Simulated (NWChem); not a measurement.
## Correlation energy of Al

```
Al
```
Charge 0, spin multiplicity 2.

All runs are NWChem calculations.

Basis set: 6-311G**. Each correlation energy counts from its own Hartree-Fock reference.

The correlated methods keep 5 core orbitals frozen. The Pople sets run with spherical d functions. No SCF solution was tested for a lower state. Open-shell Hartree-Fock references start from PBE0 orbitals. Coupled-cluster values serve here as a point of comparison, not as the truth.

Q: Order these methods by the correlation energy they give, lowest first: UMP2, SCS-UMP2, CCSD on UHF, CCSD on ROHF, CCSDT on ROHF.

A: CCSDT on ROHF (-47.4 mHa), CCSD on ROHF (-46.6 mHa), CCSD on UHF (-44.5 mHa), SCS-UMP2 (-34.6 mHa), UMP2 (-30.1 mHa)
